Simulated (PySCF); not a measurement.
Compound: 1,1,2,2-tetrafluoroethane, C₂H₂F₄.
Structure used (PBE0-D3(BJ)/def2-SVP), in Å, numbered top down from 1:
```xyz
8
C2H2F4 angstrom
F      1.0977   -1.1093    0.7710
C      0.7414   -0.1434   -0.0912
F      0.9510   -0.5805   -1.3439
C     -0.7402    0.1461    0.0851
F     -1.0972    1.1105   -0.7785
F     -0.9492    0.5853    1.3372
H      1.3474    0.7615    0.0930
H     -1.3461   -0.7592   -0.0971
```

Level of theory: EOM-IP-CCSD/aug-cc-pVDZ in PySCF, restricted Hartree–Fock reference, 6 core orbitals frozen, non-relativistic, gas phase, PBE0-D3(BJ)/def2-SVP geometry.

Hartree–Fock orbital energies give these Koopmans values (eV): HOMO 14.30, HOMO-1 16.65, HOMO-2 17.35, HOMO-3 17.71, HOMO-4 18.10, HOMO-5 18.85, HOMO-6 18.95, HOMO-7 19.43.

What vertical ionisation energies does EOM-IP-CCSD give?

```tsv
leading hole (HF orbital)	Koopmans (eV)	EOM-IP-CCSD (eV)	change (eV)	one-hole share
HOMO	14.30	12.79	-1.51	0.96
HOMO-1	16.65	14.75	-1.90	0.95
HOMO-3	17.71	15.12	-2.59	0.95
HOMO-2	17.35	15.54	-1.81	0.96
HOMO-4	18.10	15.59	-2.51	0.95
HOMO-5	18.85	16.15	-2.70	0.95
HOMO-6	18.95	16.26	-2.69	0.95
HOMO-7	19.43	16.79	-2.64	0.95
```

Does the order of the lines follow the orbital energies?

No: the HOMO-3 hole (15.12 eV) falls below the HOMO-2 hole (15.54 eV). The corrections run from -2.70 to -1.51 eV, with a mean of -2.29 eV over the 8 lines; no line lies above its Koopmans value. Koopmans values leave out both the relaxation of the orbitals and the change in correlation energy.

At what kinetic energies would He II light (40.81 eV) eject these electrons?

28.02 eV (HOMO), 26.06 eV (HOMO-1), 25.69 eV (HOMO-3), 25.27 eV (HOMO-2), 25.22 eV (HOMO-4), 24.66 eV (HOMO-5), 24.55 eV (HOMO-6), 24.02 eV (HOMO-7).

Lines less than 0.15 eV apart could change places at a higher level. One root was sought for each valence orbital with −ε under 21 eV, eight at most, so deeper holes and satellites are missing; no vibrational structure.

One conformer stands for the species.
